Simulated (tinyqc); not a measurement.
UHF in the sto-3g basis, for H2O, spin multiplicity 3, step by step (part 1 of 2). This run ends on a higher stationary point, not on the lowest solution. Computed by tinyqc, a small Python program that keeps every step (integrals from PySCF). Settings: charge = 0, multiplicity = 3, basis = sto-3g, energy threshold = 1e-08, iteration cap = 88, orthogonalisation = canonical, start = highest core orbitals, DIIS depth = 3, method = UHF. Command: `OMP_NUM_THREADS=1 python tinyqc.py 20120 20121 out.jsonl` (the two numbers bound the seeds that draw the settings). One thread of a shared host (Intel(R) Xeon(R) Processor @ 2.60GHz), about 0.2 s of CPU time with the checks. Later iterations appear only in the table of the cycle.

## One-electron integrals

Geometry (angstrom):
```
atom       x        y       z
O     0.0000   0.0000  0.0000
H     0.0000   1.1080  0.8310
H     0.0000  -1.1080  0.8310
```

Basis sto-3g: exponents (1/bohr^2) and contraction coefficients of normalised primitives:
```
element  l (shell)  exponent  coefficient
O            s (1)  130.7093       0.1543
O            s (1)   23.8089       0.5353
O            s (1)    6.4436       0.4446
O            s (2)    5.0332      -0.1000
O            s (2)    1.1696       0.3995
O            s (2)    0.3804       0.7001
O            p (3)    5.0332       0.1559
O            p (3)    1.1696       0.6077
O            p (3)    0.3804       0.3920
H            s (1)    3.4253       0.1543
H            s (1)    0.6239       0.5353
H            s (1)    0.1689       0.4446
```

Overlap, kinetic and nuclear-attraction integrals over the contracted functions; the nuclear repulsion is the sum of Za Zb / Rab.

nuclear repulsion = 6.352037 hartree

overlap S, order 1O 1s, 1O 2s, 1O 2px, 1O 2py, 1O 2pz, 2H 1s, 3H 1s:
$$\begin{pmatrix}
1.0000 & 0.2367 & 0.0000 & 0.0000 & 0.0000 & 0.0198 & 0.0198 \\
0.2367 & 1.0000 & 0.0000 & 0.0000 & 0.0000 & 0.2434 & 0.2434 \\
0.0000 & 0.0000 & 1.0000 & 0.0000 & 0.0000 & 0.0000 & 0.0000 \\
0.0000 & 0.0000 & 0.0000 & 1.0000 & 0.0000 & 0.1879 & -0.1879 \\
0.0000 & 0.0000 & 0.0000 & 0.0000 & 1.0000 & 0.1409 & 0.1409 \\
0.0198 & 0.2434 & 0.0000 & 0.1879 & 0.1409 & 1.0000 & 0.0827 \\
0.0198 & 0.2434 & 0.0000 & -0.1879 & 0.1409 & 0.0827 & 1.0000
\end{pmatrix}$$

kinetic energy T (hartree), order 1O 1s, 1O 2s, 1O 2px, 1O 2py, 1O 2pz, 2H 1s, 3H 1s:
$$\begin{pmatrix}
29.0032 & -0.1680 & 0.0000 & 0.0000 & 0.0000 & -0.0063 & -0.0063 \\
-0.1680 & 0.8081 & 0.0000 & 0.0000 & 0.0000 & 0.0058 & 0.0058 \\
0.0000 & 0.0000 & 2.5287 & 0.0000 & 0.0000 & 0.0000 & 0.0000 \\
0.0000 & 0.0000 & 0.0000 & 2.5287 & 0.0000 & 0.0509 & -0.0509 \\
0.0000 & 0.0000 & 0.0000 & 0.0000 & 2.5287 & 0.0382 & 0.0382 \\
-0.0063 & 0.0058 & 0.0000 & 0.0509 & 0.0382 & 0.7600 & -0.0114 \\
-0.0063 & 0.0058 & 0.0000 & -0.0509 & 0.0382 & -0.0114 & 0.7600
\end{pmatrix}$$

nuclear attraction V (hartree), order 1O 1s, 1O 2s, 1O 2px, 1O 2py, 1O 2pz, 2H 1s, 3H 1s:
$$\begin{pmatrix}
-61.3826 & -7.3640 & 0.0000 & 0.0000 & -0.0089 & -0.6308 & -0.6308 \\
-7.3640 & -9.8156 & 0.0000 & 0.0000 & -0.1117 & -1.7071 & -1.7071 \\
0.0000 & 0.0000 & -9.7105 & 0.0000 & 0.0000 & 0.0000 & 0.0000 \\
0.0000 & 0.0000 & 0.0000 & -9.7727 & 0.0000 & -1.1350 & 1.1350 \\
-0.0089 & -0.1117 & 0.0000 & 0.0000 & -9.7455 & -0.8709 & -0.8709 \\
-0.6308 & -1.7071 & 0.0000 & -1.1350 & -0.8709 & -4.5019 & -0.4189 \\
-0.6308 & -1.7071 & 0.0000 & 1.1350 & -0.8709 & -0.4189 & -4.5019
\end{pmatrix}$$

core Hamiltonian H = T + V (hartree), order 1O 1s, 1O 2s, 1O 2px, 1O 2py, 1O 2pz, 2H 1s, 3H 1s:
$$\begin{pmatrix}
-32.3794 & -7.5320 & 0.0000 & 0.0000 & -0.0089 & -0.6371 & -0.6371 \\
-7.5320 & -9.0075 & 0.0000 & 0.0000 & -0.1117 & -1.7013 & -1.7013 \\
0.0000 & 0.0000 & -7.1818 & 0.0000 & 0.0000 & 0.0000 & 0.0000 \\
0.0000 & 0.0000 & 0.0000 & -7.2440 & 0.0000 & -1.0841 & 1.0841 \\
-0.0089 & -0.1117 & 0.0000 & 0.0000 & -7.2168 & -0.8327 & -0.8327 \\
-0.6371 & -1.7013 & 0.0000 & -1.0841 & -0.8327 & -3.7419 & -0.4303 \\
-0.6371 & -1.7013 & 0.0000 & 1.0841 & -0.8327 & -0.4303 & -3.7419
\end{pmatrix}$$

## Two-electron integrals

Functions are numbered as in S; the eight-fold symmetry (ij|kl) = (ji|kl) = (kl|ij) leaves the list below.

Two-electron integrals (ij|kl) in chemists' order, unique and non-zero (hartree):
```
(11|11) 4.7851      (21|11) 0.7414      (21|21) 0.1369      (22|11) 1.1189
(22|21) 0.2566      (22|22) 0.8172      (31|31) 0.0245      (32|31) 0.0378
(32|32) 0.1805      (33|11) 1.1158      (33|21) 0.2567      (33|22) 0.8170
(33|33) 0.8802      (41|41) 0.0245      (42|41) 0.0378      (42|42) 0.1805
(43|43) 0.0474      (44|11) 1.1158      (44|21) 0.2567      (44|22) 0.8170
(44|33) 0.7853      (44|44) 0.8802      (51|51) 0.0245      (52|51) 0.0378
(52|52) 0.1805      (53|53) 0.0474      (54|54) 0.0474      (55|11) 1.1158
(55|21) 0.2567      (55|22) 0.8170      (55|33) 0.7853      (55|44) 0.7853
(55|55) 0.8802      (61|11) 0.0628      (61|21) 0.0115      (61|22) 0.0215
(61|33) 0.0215      (61|41) 3.95e-04    (61|42) 0.0008      (61|44) 0.0215
(61|51) 2.96e-04    (61|52) 0.0006      (61|54) 5.52e-05    (61|55) 0.0215
(61|61) 0.0010      (62|11) 0.1829      (62|21) 0.0426      (62|22) 0.1543
(62|33) 0.1515      (62|41) 0.0025      (62|42) 0.0209      (62|44) 0.1567
(62|51) 0.0019      (62|52) 0.0157      (62|54) 0.0039      (62|55) 0.1545
(62|61) 0.0037      (62|62) 0.0391      (63|31) 0.0041      (63|32) 0.0251
(63|43) 0.0041      (63|53) 0.0031      (63|63) 0.0051      (64|11) 0.1163
(64|21) 0.0274      (64|22) 0.1061      (64|33) 0.1016      (64|41) 0.0054
(64|42) 0.0382      (64|44) 0.1131      (64|51) 0.0010      (64|52) 0.0099
(64|54) 0.0056      (64|55) 0.1035      (64|61) 0.0024      (64|62) 0.0328
(64|64) 0.0323      (65|11) 0.0872      (65|21) 0.0206      (65|22) 0.0796
(65|33) 0.0762      (65|41) 0.0010      (65|42) 0.0099      (65|44) 0.0787
(65|51) 0.0048      (65|52) 0.0325      (65|54) 0.0060      (65|55) 0.0838
(65|61) 0.0018      (65|62) 0.0246      (65|64) 0.0204      (65|65) 0.0204
(66|11) 0.3795      (66|21) 0.0898      (66|22) 0.3747      (66|33) 0.3621
(66|41) 0.0056      (66|42) 0.0669      (66|44) 0.3860      (66|51) 0.0042
(66|52) 0.0502      (66|54) 0.0179      (66|55) 0.3755      (66|61) 0.0077
(66|62) 0.1309      (66|64) 0.1259      (66|65) 0.0945      (66|66) 0.7746
(71|11) 0.0628      (71|21) 0.0115      (71|22) 0.0215      (71|33) 0.0215
(71|41) -3.95e-04   (71|42) -0.0008     (71|44) 0.0215      (71|51) 2.96e-04
(71|52) 0.0006      (71|54) -5.52e-05   (71|55) 0.0215      (71|61) 0.0010
(71|62) 0.0035      (71|64) 0.0022      (71|65) 0.0018      (71|66) 0.0075
(71|71) 0.0010      (72|11) 0.1829      (72|21) 0.0426      (72|22) 0.1543
(72|33) 0.1515      (72|41) -0.0025     (72|42) -0.0209     (72|44) 0.1567
(72|51) 0.0019      (72|52) 0.0157      (72|54) -0.0039     (72|55) 0.1545
(72|61) 0.0035      (72|62) 0.0298      (72|64) 0.0177      (72|65) 0.0182
(72|66) 0.0783      (72|71) 0.0037      (72|72) 0.0391      (73|31) 0.0041
(73|32) 0.0251      (73|43) -0.0041     (73|53) 0.0031      (73|63) 0.0037
(73|73) 0.0051      (74|11) -0.1163     (74|21) -0.0274     (74|22) -0.1061
(74|33) -0.1016     (74|41) 0.0054      (74|42) 0.0382      (74|44) -0.1131
(74|51) -0.0010     (74|52) -0.0099     (74|54) 0.0056      (74|55) -0.1035
(74|61) -0.0022     (74|62) -0.0177     (74|64) -0.0072     (74|65) -0.0107
(74|66) -0.0449     (74|71) -0.0024     (74|72) -0.0328     (74|74) 0.0323
(75|11) 0.0872      (75|21) 0.0206      (75|22) 0.0796      (75|33) 0.0762
(75|41) -0.0010     (75|42) -0.0099     (75|44) 0.0787      (75|51) 0.0048
(75|52) 0.0325      (75|54) -0.0060     (75|55) 0.0838      (75|61) 0.0018
(75|62) 0.0182      (75|64) 0.0107      (75|65) 0.0146      (75|66) 0.0516
(75|71) 0.0018      (75|72) 0.0246      (75|74) -0.0204     (75|75) 0.0204
(76|11) 0.0417      (76|21) 0.0098      (76|22) 0.0390      (76|33) 0.0381
(76|44) 0.0388      (76|51) 0.0007      (76|52) 0.0067      (76|55) 0.0400
(76|61) 0.0008      (76|62) 0.0100      (76|64) 0.0074      (76|65) 0.0071
(76|66) 0.0366      (76|71) 0.0008      (76|72) 0.0100      (76|74) -0.0074
(76|75) 0.0071      (76|76) 0.0034      (77|11) 0.3795      (77|21) 0.0898
(77|22) 0.3747      (77|33) 0.3621      (77|41) -0.0056     (77|42) -0.0669
(77|44) 0.3860      (77|51) 0.0042      (77|52) 0.0502      (77|54) -0.0179
(77|55) 0.3755      (77|61) 0.0075      (77|62) 0.0783      (77|64) 0.0449
(77|65) 0.0516      (77|66) 0.2384      (77|71) 0.0077      (77|72) 0.1309
(77|74) -0.1259     (77|75) 0.0945      (77|76) 0.0366      (77|77) 0.7746
```

## Orthogonalisation

S = U s U^T; canonical form X = U s^(-1/2), so that X^T S X = 1. Each column of U has its largest component positive (the first on a tie).

eigenvalues of S: [0.5902, 0.6897, 0.8933, 1.0000, 1.1024, 1.2276, 1.4969]

X, order 1O 1s, 1O 2s, 1O 2px, 1O 2py, 1O 2pz, 2H 1s, 3H 1s:
$$\begin{pmatrix}
-0.4644 & 0.0000 & 0.6563 & 0.0000 & -0.5858 & 0.0000 & 0.2707 \\
0.8922 & 0.0000 & -0.2517 & 0.0000 & -0.2908 & 0.0000 & 0.5041 \\
0.0000 & 0.0000 & 0.0000 & 1.0000 & 0.0000 & 0.0000 & 0.0000 \\
0.0000 & 0.7832 & 0.0000 & 0.0000 & 0.0000 & 0.6856 & 0.0000 \\
0.3613 & 0.0000 & 0.6971 & 0.0000 & 0.6159 & 0.0000 & 0.2172 \\
-0.5254 & -0.6467 & -0.2640 & 0.0000 & 0.2237 & 0.4151 & 0.3830 \\
-0.5254 & 0.6467 & -0.2640 & 0.0000 & 0.2237 & -0.4151 & 0.3830
\end{pmatrix}$$

## Starting guess

The start is the highest orbitals of the core Hamiltonian (a deliberately bad start); D(s) = C_occ C_occ^T for each spin.

D(alpha) at the start, order 1O 1s, 1O 2s, 1O 2px, 1O 2py, 1O 2pz, 2H 1s, 3H 1s:
$$\begin{pmatrix}
0.0600 & -0.2664 & 0.0000 & 0.0000 & -0.0122 & 0.0423 & 0.0423 \\
-0.2664 & 1.1980 & 0.0000 & 0.0000 & 0.0773 & -0.2743 & -0.2743 \\
0.0000 & 0.0000 & 1.0000 & 0.0000 & 0.0000 & 0.0000 & 0.0000 \\
0.0000 & 0.0000 & 0.0000 & 1.0834 & 0.0000 & -0.2219 & 0.2219 \\
-0.0122 & 0.0773 & 0.0000 & 0.0000 & 1.0431 & -0.1529 & -0.1529 \\
0.0423 & -0.2743 & 0.0000 & -0.2219 & -0.1529 & 1.1331 & -0.0480 \\
0.0423 & -0.2743 & 0.0000 & 0.2219 & -0.1529 & -0.0480 & 1.1331
\end{pmatrix}$$

D(beta) at the start, order 1O 1s, 1O 2s, 1O 2px, 1O 2py, 1O 2pz, 2H 1s, 3H 1s:
$$\begin{pmatrix}
0.0048 & -0.0242 & 0.0000 & 0.0000 & 0.0555 & 0.0210 & 0.0210 \\
-0.0242 & 0.1353 & 0.0000 & 0.0000 & -0.2199 & -0.1806 & -0.1806 \\
0.0000 & 0.0000 & 1.0000 & 0.0000 & 0.0000 & 0.0000 & 0.0000 \\
0.0000 & 0.0000 & 0.0000 & 0.0302 & 0.0000 & -0.1327 & 0.1327 \\
0.0555 & -0.2199 & 0.0000 & 0.0000 & 0.9600 & -0.1267 & -0.1267 \\
0.0210 & -0.1806 & 0.0000 & -0.1327 & -0.1267 & 1.1173 & -0.0487 \\
0.0210 & -0.1806 & 0.0000 & 0.1327 & -0.1267 & -0.0487 & 1.1173
\end{pmatrix}$$

## Iteration 1: building the Fock matrix

J_ij = sum D_kl (ij|kl) with D = D(alpha) + D(beta), K_ij = sum D_kl (ik|jl) for each spin; F = H + J - K(s); E = tr D H + tr D J / 2 - 0.5 sum_s tr D(s) K(s) + E_nn.

Coulomb J (hartree), order 1O 1s, 1O 2s, 1O 2px, 1O 2py, 1O 2pz, 2H 1s, 3H 1s:
$$\begin{pmatrix}
8.2003 & 1.8896 & 0.0000 & 0.0000 & 0.0000 & 0.1583 & 0.1583 \\
1.8896 & 6.3572 & 0.0000 & 0.0000 & 0.0976 & 1.3229 & 1.3229 \\
0.0000 & 0.0000 & 6.3430 & 0.0000 & 0.0000 & 0.0000 & 0.0000 \\
0.0000 & 0.0000 & 0.0000 & 6.3375 & 0.0000 & 0.9591 & -0.9591 \\
0.0000 & 0.0976 & 0.0000 & 0.0000 & 6.3869 & 0.7459 & 0.7459 \\
0.1583 & 1.3229 & 0.0000 & 0.9591 & 0.7459 & 4.2457 & 0.3747 \\
0.1583 & 1.3229 & 0.0000 & -0.9591 & 0.7459 & 0.3747 & 4.2457
\end{pmatrix}$$

exchange K(alpha) (hartree), order 1O 1s, 1O 2s, 1O 2px, 1O 2py, 1O 2pz, 2H 1s, 3H 1s:
$$\begin{pmatrix}
0.1321 & 0.1226 & 0.0000 & 0.0000 & 0.0001 & 0.0140 & 0.0140 \\
0.1226 & 1.3104 & 0.0000 & 0.0000 & 0.0139 & 0.2701 & 0.2701 \\
0.0000 & 0.0000 & 1.1574 & 0.0000 & 0.0000 & 0.0000 & 0.0000 \\
0.0000 & 0.0000 & 0.0000 & 1.1770 & 0.0000 & 0.1821 & -0.1821 \\
0.0001 & 0.0139 & 0.0000 & 0.0000 & 1.1679 & 0.1390 & 0.1390 \\
0.0140 & 0.2701 & 0.0000 & 0.1821 & 0.1390 & 0.8278 & 0.0702 \\
0.0140 & 0.2701 & 0.0000 & -0.1821 & 0.1390 & 0.0702 & 0.8278
\end{pmatrix}$$

exchange K(beta) (hartree), order 1O 1s, 1O 2s, 1O 2px, 1O 2py, 1O 2pz, 2H 1s, 3H 1s:
$$\begin{pmatrix}
0.0528 & 0.0745 & 0.0000 & 0.0000 & -0.0085 & 0.0071 & 0.0071 \\
0.0745 & 0.4156 & 0.0000 & 0.0000 & -0.2343 & 0.1017 & 0.1017 \\
0.0000 & 0.0000 & 0.9393 & 0.0000 & 0.0000 & 0.0000 & 0.0000 \\
0.0000 & 0.0000 & 0.0000 & 0.1250 & 0.0000 & 0.0779 & -0.0779 \\
-0.0085 & -0.2343 & 0.0000 & 0.0000 & 0.8919 & 0.0781 & 0.0781 \\
0.0071 & 0.1017 & 0.0000 & 0.0779 & 0.0781 & 0.7781 & 0.0472 \\
0.0071 & 0.1017 & 0.0000 & -0.0779 & 0.0781 & 0.0472 & 0.7781
\end{pmatrix}$$

F(alpha) (hartree), order 1O 1s, 1O 2s, 1O 2px, 1O 2py, 1O 2pz, 2H 1s, 3H 1s:
$$\begin{pmatrix}
-24.3112 & -5.7650 & 0.0000 & 0.0000 & -0.0089 & -0.4929 & -0.4929 \\
-5.7650 & -3.9607 & 0.0000 & 0.0000 & -0.0279 & -0.6485 & -0.6485 \\
0.0000 & 0.0000 & -1.9961 & 0.0000 & 0.0000 & 0.0000 & 0.0000 \\
0.0000 & 0.0000 & 0.0000 & -2.0835 & 0.0000 & -0.3071 & 0.3071 \\
-0.0089 & -0.0279 & 0.0000 & 0.0000 & -1.9978 & -0.2258 & -0.2258 \\
-0.4929 & -0.6485 & 0.0000 & -0.3071 & -0.2258 & -0.3240 & -0.1258 \\
-0.4929 & -0.6485 & 0.0000 & 0.3071 & -0.2258 & -0.1258 & -0.3240
\end{pmatrix}$$

F(beta) (hartree), order 1O 1s, 1O 2s, 1O 2px, 1O 2py, 1O 2pz, 2H 1s, 3H 1s:
$$\begin{pmatrix}
-24.2320 & -5.7169 & 0.0000 & 0.0000 & -0.0004 & -0.4859 & -0.4859 \\
-5.7169 & -3.0658 & 0.0000 & 0.0000 & 0.2202 & -0.4801 & -0.4801 \\
0.0000 & 0.0000 & -1.7780 & 0.0000 & 0.0000 & 0.0000 & 0.0000 \\
0.0000 & 0.0000 & 0.0000 & -1.0316 & 0.0000 & -0.2029 & 0.2029 \\
-0.0004 & 0.2202 & 0.0000 & 0.0000 & -1.7218 & -0.1649 & -0.1649 \\
-0.4859 & -0.4801 & 0.0000 & -0.2029 & -0.1649 & -0.2743 & -0.1029 \\
-0.4859 & -0.4801 & 0.0000 & 0.2029 & -0.1649 & -0.1029 & -0.2743
\end{pmatrix}$$

total energy of this density = -29.153782 hartree

## Iteration 1: diagonalisation and new density

Diagonalise F' = X^T F X, C = X C', fill 6 alpha and 4 beta electrons from the bottom; D(s) = C_occ C_occ^T. Each column has its largest component positive (the first on a tie).

F' = X^T F X (alpha) (hartree):
$$\begin{pmatrix}
-3.2367 & 0.0000 & 4.1693 & 0.0000 & -4.2469 & 0.0000 & 1.4510 \\
0.0000 & -0.8216 & 0.0000 & 0.0000 & 0.0000 & -0.9397 & 0.0000 \\
4.1693 & 0.0000 & -9.5147 & 0.0000 & 8.1916 & 0.0000 & -5.5285 \\
0.0000 & 0.0000 & 0.0000 & -1.9961 & 0.0000 & 0.0000 & 0.0000 \\
-4.2469 & 0.0000 & 8.1916 & 0.0000 & -11.1250 & 0.0000 & 6.2714 \\
0.0000 & -0.9397 & 0.0000 & 0.0000 & 0.0000 & -1.3971 & 0.0000 \\
1.4510 & 0.0000 & -5.5285 & 0.0000 & 6.2714 & 0.0000 & -5.3751
\end{pmatrix}$$

orbital energies (alpha) (hartree): MO1 -24.3112, MO2 -2.7636, MO3 -2.0921, MO4 -2.0008, MO5 -1.9961, MO6 -0.1759, MO7 -0.1266

coefficients C (alpha), order 1O 1s, 1O 2s, 1O 2px, 1O 2py, 1O 2pz, 2H 1s, 3H 1s:
$$\begin{pmatrix}
0.9999 & -0.2477 & 0.0000 & 0.0085 & 0.0000 & 0.0401 & 0.0000 \\
0.0004 & 1.0538 & 0.0000 & -0.0317 & 0.0000 & -0.2943 & 0.0000 \\
0.0000 & 0.0000 & 0.0000 & 0.0000 & 1.0000 & 0.0000 & 0.0000 \\
0.0000 & 0.0000 & 1.0169 & 0.0000 & 0.0000 & 0.0000 & -0.2220 \\
0.0003 & 0.0597 & 0.0000 & 1.0073 & 0.0000 & -0.1576 & 0.0000 \\
0.0003 & -0.0565 & -0.0508 & -0.0337 & 0.0000 & 0.7336 & 0.7668 \\
0.0003 & -0.0565 & 0.0508 & -0.0337 & 0.0000 & 0.7336 & -0.7668
\end{pmatrix}$$

F' = X^T F X (beta) (hartree):
$$\begin{pmatrix}
-2.6690 & 0.0000 & 4.1046 & 0.0000 & -4.2339 & 0.0000 & 1.9539 \\
0.0000 & -0.3650 & 0.0000 & 0.0000 & 0.0000 & -0.4139 & 0.0000 \\
4.1046 & 0.0000 & -9.3797 & 0.0000 & 8.2559 & 0.0000 & -5.5609 \\
0.0000 & 0.0000 & 0.0000 & -1.7780 & 0.0000 & 0.0000 & 0.0000 \\
-4.2339 & 0.0000 & 8.2559 & 0.0000 & -11.0027 & 0.0000 & 6.2536 \\
0.0000 & -0.4139 & 0.0000 & 0.0000 & 0.0000 & -0.7749 & 0.0000 \\
1.9539 & 0.0000 & -5.5609 & 0.0000 & 6.2536 & 0.0000 & -4.8859
\end{pmatrix}$$

orbital energies (beta) (hartree): MO1 -24.2320, MO2 -2.0026, MO3 -1.7780, MO4 -1.5412, MO5 -1.0318, MO6 -0.1615, MO7 -0.1081

coefficients C (beta), order 1O 1s, 1O 2s, 1O 2px, 1O 2py, 1O 2pz, 2H 1s, 3H 1s:
$$\begin{pmatrix}
1.0002 & -0.1898 & 0.0000 & -0.1546 & 0.0000 & 0.0490 & 0.0000 \\
-0.0011 & 0.8063 & 0.0000 & 0.6611 & 0.0000 & -0.3330 & 0.0000 \\
0.0000 & 0.0000 & 1.0000 & 0.0000 & 0.0000 & 0.0000 & 0.0000 \\
0.0000 & 0.0000 & 0.0000 & 0.0000 & 0.9955 & 0.0000 & -0.3039 \\
-0.0001 & -0.6246 & 0.0000 & 0.7875 & 0.0000 & -0.1810 & 0.0000 \\
0.0004 & -0.0096 & 0.0000 & -0.0326 & 0.0116 & 0.7358 & 0.7684 \\
0.0004 & -0.0096 & 0.0000 & -0.0326 & -0.0116 & 0.7358 & -0.7684
\end{pmatrix}$$

D(alpha) after iteration 1, order 1O 1s, 1O 2s, 1O 2px, 1O 2py, 1O 2pz, 2H 1s, 3H 1s:
$$\begin{pmatrix}
1.0628 & -0.2727 & 0.0000 & 0.0000 & -0.0122 & 0.0434 & 0.0434 \\
-0.2727 & 1.1981 & 0.0000 & 0.0000 & 0.0773 & -0.2743 & -0.2743 \\
0.0000 & 0.0000 & 1.0000 & 0.0000 & 0.0000 & 0.0000 & 0.0000 \\
0.0000 & 0.0000 & 0.0000 & 1.0341 & 0.0000 & -0.0517 & 0.0517 \\
-0.0122 & 0.0773 & 0.0000 & 0.0000 & 1.0431 & -0.1529 & -0.1529 \\
0.0434 & -0.2743 & 0.0000 & -0.0517 & -0.1529 & 0.5451 & 0.5400 \\
0.0434 & -0.2743 & 0.0000 & 0.0517 & -0.1529 & 0.5400 & 0.5451
\end{pmatrix}$$

D(beta) after iteration 1, order 1O 1s, 1O 2s, 1O 2px, 1O 2py, 1O 2pz, 2H 1s, 3H 1s:
$$\begin{pmatrix}
1.0604 & -0.2564 & 0.0000 & 0.0000 & -0.0034 & 0.0073 & 0.0073 \\
-0.2564 & 1.0872 & 0.0000 & 0.0000 & 0.0170 & -0.0293 & -0.0293 \\
0.0000 & 0.0000 & 1.0000 & 0.0000 & 0.0000 & 0.0000 & 0.0000 \\
0.0000 & 0.0000 & 0.0000 & 0.0000 & 0.0000 & 0.0000 & 0.0000 \\
-0.0034 & 0.0170 & 0.0000 & 0.0000 & 1.0103 & -0.0197 & -0.0197 \\
0.0073 & -0.0293 & 0.0000 & 0.0000 & -0.0197 & 0.0012 & 0.0012 \\
0.0073 & -0.0293 & 0.0000 & 0.0000 & -0.0197 & 0.0012 & 0.0012
\end{pmatrix}$$

## Iteration 2: building the Fock matrix

As before.

Coulomb J (hartree), order 1O 1s, 1O 2s, 1O 2px, 1O 2py, 1O 2pz, 2H 1s, 3H 1s:
$$\begin{pmatrix}
17.7752 & 3.3611 & 0.0000 & 0.0000 & 0.0059 & 0.2830 & 0.2830 \\
3.3611 & 8.3200 & 0.0000 & 0.0000 & 0.0516 & 1.5451 & 1.5451 \\
0.0000 & 0.0000 & 8.3331 & 0.0000 & 0.0000 & 0.0000 & 0.0000 \\
0.0000 & 0.0000 & 0.0000 & 8.2578 & 0.0000 & 1.0512 & -1.0512 \\
0.0059 & 0.0516 & 0.0000 & 0.0000 & 8.3457 & 0.8036 & 0.8036 \\
0.2830 & 1.5451 & 0.0000 & 1.0512 & 0.8036 & 3.8703 & 0.3924 \\
0.2830 & 1.5451 & 0.0000 & -1.0512 & 0.8036 & 0.3924 & 3.8703
\end{pmatrix}$$

exchange K(alpha) (hartree), order 1O 1s, 1O 2s, 1O 2px, 1O 2py, 1O 2pz, 2H 1s, 3H 1s:
$$\begin{pmatrix}
4.9208 & 0.8577 & 0.0000 & 0.0000 & 0.0006 & 0.0768 & 0.0768 \\
0.8577 & 1.4391 & 0.0000 & 0.0000 & 0.0111 & 0.2625 & 0.2625 \\
0.0000 & 0.0000 & 1.1803 & 0.0000 & 0.0000 & 0.0000 & 0.0000 \\
0.0000 & 0.0000 & 0.0000 & 1.1883 & 0.0000 & 0.1509 & -0.1509 \\
0.0006 & 0.0111 & 0.0000 & 0.0000 & 1.1870 & 0.1185 & 0.1185 \\
0.0768 & 0.2625 & 0.0000 & 0.1509 & 0.1185 & 0.4532 & 0.1578 \\
0.0768 & 0.2625 & 0.0000 & -0.1509 & 0.1185 & 0.1578 & 0.4532
\end{pmatrix}$$

exchange K(beta) (hartree), order 1O 1s, 1O 2s, 1O 2px, 1O 2py, 1O 2pz, 2H 1s, 3H 1s:
$$\begin{pmatrix}
4.8925 & 0.8182 & 0.0000 & 0.0000 & 0.0002 & 0.0719 & 0.0719 \\
0.8182 & 1.2470 & 0.0000 & 0.0000 & 0.0035 & 0.2079 & 0.2079 \\
0.0000 & 0.0000 & 1.1279 & 0.0000 & 0.0000 & 0.0000 & 0.0000 \\
0.0000 & 0.0000 & 0.0000 & 0.2935 & 0.0000 & 0.0299 & -0.0299 \\
0.0002 & 0.0035 & 0.0000 & 0.0000 & 1.1293 & 0.0960 & 0.0960 \\
0.0719 & 0.2079 & 0.0000 & 0.0299 & 0.0960 & 0.0570 & 0.0437 \\
0.0719 & 0.2079 & 0.0000 & -0.0299 & 0.0960 & 0.0437 & 0.0570
\end{pmatrix}$$

F(alpha) (hartree), order 1O 1s, 1O 2s, 1O 2px, 1O 2py, 1O 2pz, 2H 1s, 3H 1s:
$$\begin{pmatrix}
-19.5250 & -5.0286 & 0.0000 & 0.0000 & -0.0035 & -0.4310 & -0.4310 \\
-5.0286 & -2.1265 & 0.0000 & 0.0000 & -0.0712 & -0.4186 & -0.4186 \\
0.0000 & 0.0000 & -0.0290 & 0.0000 & 0.0000 & 0.0000 & 0.0000 \\
0.0000 & 0.0000 & 0.0000 & -0.1745 & 0.0000 & -0.1838 & 0.1838 \\
-0.0035 & -0.0712 & 0.0000 & 0.0000 & -0.0580 & -0.1476 & -0.1476 \\
-0.4310 & -0.4186 & 0.0000 & -0.1838 & -0.1476 & -0.3248 & -0.1957 \\
-0.4310 & -0.4186 & 0.0000 & 0.1838 & -0.1476 & -0.1957 & -0.3248
\end{pmatrix}$$

F(beta) (hartree), order 1O 1s, 1O 2s, 1O 2px, 1O 2py, 1O 2pz, 2H 1s, 3H 1s:
$$\begin{pmatrix}
-19.4968 & -4.9892 & 0.0000 & 0.0000 & -0.0032 & -0.4261 & -0.4261 \\
-4.9892 & -1.9344 & 0.0000 & 0.0000 & -0.0636 & -0.3641 & -0.3641 \\
0.0000 & 0.0000 & 0.0234 & 0.0000 & 0.0000 & 0.0000 & 0.0000 \\
0.0000 & 0.0000 & 0.0000 & 0.7204 & 0.0000 & -0.0628 & 0.0628 \\
-0.0032 & -0.0636 & 0.0000 & 0.0000 & -0.0004 & -0.1251 & -0.1251 \\
-0.4261 & -0.3641 & 0.0000 & -0.0628 & -0.1251 & 0.0714 & -0.0816 \\
-0.4261 & -0.3641 & 0.0000 & 0.0628 & -0.1251 & -0.0816 & 0.0714
\end{pmatrix}$$

total energy of this density = -74.110576 hartree
